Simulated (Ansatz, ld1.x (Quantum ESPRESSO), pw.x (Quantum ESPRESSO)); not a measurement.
**B (Z = 5) (fcc): variants of one TM potential in the solid**

- Element: boron (B)
- Generator: ld1.x (Quantum ESPRESSO) 7.5
- Type: norm-conserving Troullier–Martins (Kleinman–Bylander form)
- Functional: LDA (PW92)
- Relativity: scalar-relativistic
- Frozen core: [He]
- Valence charge: 3
- Reference configuration: 2s2 2p1
- Partial waves: 2s (bound): rc 1.45 bohr; 2p (bound): rc 3.25 bohr; 3d channel at 0.2 Ry: rc 3.55 bohr
- Local potential: the d channel
- Core correction: Bessel-smoothed model core inside 0.75 bohr

Crystal test: fcc B in pw.x 7.5, no spin, 18³ k-points, Fermi–Dirac smearing 0.01 Ry, cutoffs set for each file from its atomic test. The reference is all-electron LAPW (Ansatz 0.2.0) with the same functional, mesh and smearing; V0 and B0 come from Birch–Murnaghan fits to the pressures at five volumes. Errors are pseudo minus all-electron; Δ is the rms difference of the E(V) curves that follow from these fits, minima aligned, over ±6 % about the mean V0. Mesh and smearing are coarse, so the numbers serve the comparison and aren't converged zero-temperature values; the lattice is a test structure that the element need not adopt.

All-electron: a0 = 2.835 Å (V0 = 5.70 Å³/atom), B0 = 289.8 GPa.

Base: The largest radius (3.55 bohr) exceeds half the bond length (1.90 bohr), so the spheres overlap, which is one possible source of error among others. This is a poor potential for the solid. The free energy does not fall steadily as the cutoff rises, most likely since the density grid, which shrinks with it, is too coarse for the model core; the lower cutoffs are not converged. The pseudo pressure rises with volume over the whole range, a mechanical instability. Atomic configuration tests: 1 of 9 tests not solved or not reliable.

3 further variants are left out: they gave no file fit for a test, a broken result, the same result as the base, or pressures whose basis-set error rivals the error shown.

A dash in a converged row means that the minimum lies outside the volumes sampled.

| change | cutoffs (Ry) | pw.x | a0 (Å) | a0 error (%) | B0 error (%) | Δ (meV/atom) | mean pressure error (GPa) |
| --- | --- | --- | --- | --- | --- | --- | --- |
| base | 60/240 | converged | – | – | – | – | -81.45 |
| all radii but the core radius scaled by about 0.80 (s 1.16, p 2.58, d 2.82 bohr) | 70/280 | converged | 2.795 | -1.40 | -5.3 | 14.7 | -10.86 |
| all radii but the core radius scaled by about 0.89 (s 1.30, p 2.90, d 3.16 bohr) | 70/280 | converged | – | – | – | – | -27.97 |
